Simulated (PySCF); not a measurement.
C4H5O (charge -1).
SMILES: `C=CC(=C)[O-]`

A PySCF run (density fitting, gas phase, GFN2-xTB geometry) gave HOMO -0.96 eV, LUMO 5.78 eV.

**Question.** Which of these levels was it?
A. CAM-B3LYP/pcSseg-1
B. PBE0/pcSseg-1
C. CAM-B3LYP/def2-SVPD

**Answer.** A. It is CAM-B3LYP/pcSseg-1. All candidates on this geometry:

```
              level and settings                    kind  basis functions  SCF cycles     E (Eh)  HOMO (eV)  LUMO (eV)
                   PBE0/pcSseg-1           global hybrid              110          15  -230.3389       0.24       4.66
             CAM-B3LYP/def2-SVPD  range-separated hybrid              143          14  -230.3689      -1.30       5.28
CAM-B3LYP/pcSseg-1, grid level 1  range-separated hybrid              110          11  -230.4992      -0.96       5.78
```

The nearest other candidate, by the summed differences of HOMO and LUMO, is CAM-B3LYP/def2-SVPD: its HOMO differs by -0.34 eV and its LUMO by -0.50 eV. Cycle counts include a coarse-grid stage where the run had one. The HOMO energy is positive at PBE0/pcSseg-1; such an orbital is held in place by the finite basis.

The values belong to the conformer `[CH2:1]=[CH:2][C:3](=[CH2:4])[O-:5]`: C1–C2–C3–C4 180°.
